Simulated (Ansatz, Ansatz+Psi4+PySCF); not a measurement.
| atom | x (Å) | y (Å) | z (Å) |
| --- | --- | --- | --- |
| B | 0.0000 | 0.0000 | -1.3364 |
| C | 0.0000 | 0.0000 | 0.1827 |
| O | 0.0000 | 0.0000 | 1.3146 |
| H | 0.0000 | -1.1811 | -1.6437 |
| H | -1.0229 | 0.5906 | -1.6437 |
| H | 1.0229 | 0.5906 | -1.6437 |

Basis set: cc-pVTZ (spherical functions). Frozen core: 3 orbitals. Charge 0, multiplicity 1.

Computed with Ansatz (development build ahead of 0.2.0); each method stands on the lowest determinant of its kind that the runs found. Restricted open shells among the atoms or ions are ROHF, correlated in semicanonical orbitals with singles.

Q: Give the atomization energy at this shape (free ground-state atoms in the same class of orbitals less the molecule, no zero-point energy) of singlet CH₃BO by RHF-MP2, RHF.

A:

```csv
method,atomization energy
RHF-MP2,24.55 eV
RHF,18.26 eV
```
